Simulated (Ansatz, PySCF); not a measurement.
Process, species as SMILES: OCl (HOCl) + H+ -> [OH2+]Cl
Geometries: B3LYP-D3(BJ)/def2-TZVP minima from Ansatz (a program for electronic structure).

Property: proton affinity (enthalpy at 298 K, with B3LYP-D3(BJ) rigid-rotor harmonic-oscillator terms from PySCF), positive where the reaction releases energy, in eV. Valence correlation only, unless marked. No spin-orbit coupling. Non-relativistic. CBS marks a two-point X^-3 extrapolation of the correlation energy; Hartree-Fock from the larger set.

```
level                                        program  proton affinity (eV)
------------------------------------  --------------  --------------------
revPBE-D4/def2-TZVPD                  Ansatz + dftd4                  6.60
PBE0-D3(BJ)/def2-TZVPD                Ansatz + dftd3                  6.60
SCS-MP2/cc-pVTZ                               Ansatz                  6.77
CCSD(T)/CBS(cc-pV(T+d)Z,cc-pV(Q+d)Z)          Ansatz                     ?
```

Task: Complete the blanks.

Result: 
- CCSD(T)/CBS(cc-pV(T+d)Z,cc-pV(Q+d)Z), proton affinity (eV): 6.61
